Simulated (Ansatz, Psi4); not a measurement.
**Worked example: vertical energy of the triplet above the singlet of HOF (hypofluorous acid)**

HOF: 3 atoms, total charge 0, spin state singlet. SMILES: `OF`. The shape is that of a PBE0-D4/def2-TZVP optimisation.

```tsv
atom	x (Å)	y (Å)	z (Å)
O	0.4306	-0.2103	0.2163
F	-0.2219	1.0146	-0.0110
H	-0.2087	-0.8043	-0.2054
```

Both states at this one shape; open shells run unrestricted unless said. 1 Eh = 27.2114 eV.

```
                                      level  program  singlet HOF (Eh)  triplet HOF (Eh)
                               BHLYP/STO-3G   Ansatz       -173.013098       -172.835410
                          BHLYP/aug-cc-pVTZ     Psi4       -175.527739       -175.392165
CCSD(T)/aug-cc-pVTZ, 2 core orbitals frozen   Ansatz       -175.350653       -175.201450
```

Problem. Work out the vertical gap, second state less first, at each level.

Solution. 
1. BHLYP/STO-3G: -172.835410 − (-173.013098) = 0.177688 Eh = 4.84 eV.
2. BHLYP/aug-cc-pVTZ: -175.392165 − (-175.527739) = 0.135574 Eh = 3.69 eV.
3. CCSD(T)/aug-cc-pVTZ: -175.201450 − (-175.350653) = 0.149203 Eh = 4.06 eV.

No measured value is set beside it here; the levels span 3.69 to 4.84 eV. Minimal sets are far from the basis-set limit.
